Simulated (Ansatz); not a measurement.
`CC[SiH2]C` → ethane + `C[SiH]` at 700 K and 1 bar (silylene formation by 1,1-elimination).

Computed with Ansatz on PBE0-D4/def2-TZVP structures; ΔE is electronic, products minus reactants. CCSD(T)/CBS is the MP2 limit (def2-TZVPP, def2-QZVPP) plus CCSD(T) − MP2 in def2-TZVPP, frozen cores. This one scheme is used for every species. Each species was taken in one conformer, which may not be the lowest.

| species | CCSD(T)/CBS energy (Eh) | H − E (kJ/mol) | S (J/(mol·K)) |
| --- | --- | --- | --- |
| `CC[SiH2]C` | -409.27248 | 397.8 | 467.7 |
| `CC` | -79.71954 | 238.1 | 289.3 |
| `C[SiH]` | -329.46712 | 152.0 | 322.2 |

H − E and S are ideal-gas, rigid-rotor, harmonic terms from PBE0-D4/def2-TZVP, for one conformer and one mirror image of each species. 1 Eh = 2625.50 kJ/mol, R = 8.31446 J/(mol·K).

Task: By hand: ΔE, ΔH, ΔS and ΔG.

Result: ΔE = (-79.71954) + (-329.46712) − (-409.27248) = 0.08582 Eh = 225.3 kJ/mol. Δ(H − E) = 238.1 + 152.0 − 397.8 = -7.7, so ΔH = 217.6 kJ/mol. ΔS = 289.3 + 322.2 − 467.7 = 143.8 J/(mol·K). ΔG = 217.6 − 700 × (143.8)/1000 = 116.9 kJ/mol.

Task: By hand: the equilibrium constant, and the temperature at which ΔG would vanish if ΔH and ΔS stayed fixed.

Result: log₁₀ K = −ΔG/(RT ln 10) = -8.7. ΔG = 0 at ΔH/ΔS = 1513 K.

The number of gas molecules changes by +1, which sets the sign of ΔS. A doubt of 5 kJ/mol in ΔE shifts log₁₀ K by 0.4 here. Other conformers and mirror images would add mixing entropy, several J/(mol·K) or more a flexible species. These are equilibria of isolated gas molecules and say nothing of rates. Largest T1 diagnostic: 0.012 (customary marks: 0.02 for closed shells, 0.045 for open ones).
